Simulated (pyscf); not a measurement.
HO–Si(SiH₃)(SiH₃)–SiH₃ + HCl -> HO–Si(SiH₃)(SiH₃)–Cl + SiH₄ (four-centre exchange; singlet surface; Si–Si, Cl–H broken, Cl–Si, H–Si formed). Optimised with ωB97X-D3(BJ)/def2-SVP in PySCF. Rate constants from transition-state theory, ωB97M-D3(BJ)/def2-TZVP energies (ideal gas, 1 atm, RRHO with modes under 100 cm⁻¹ raised to 100, one conformer, R ln 2 for chiral ones without a mode under 150 cm⁻¹; no tunnelling), k in cm³ molecule⁻¹ s⁻¹.

```
T (K)  1000/T  log10 k
-----  ------  -------
298     3.354   -32.58
600     1.667        ?
900     1.111   -20.50
1200    0.833   -18.85
```

Fit an Arrhenius line to the three values, give the activation energy, and predict k at 600 K.

Least squares gives log10 k = -14.40 − 5.42 × 1000/T, so Ea = 5.42 × ln 10 × 1.987 = 24.8 kcal/mol, against an electronic barrier of 23.0. At 600 K the line gives -23.43; the computed value is -23.62 (ΔG‡ = 48.4 kcal/mol), a factor 1.5 under the line, since the plot is curved. At the saddle there is also a short H–Si contact that neither side keeps. One saddle was located; it need not be the lowest between these sides.
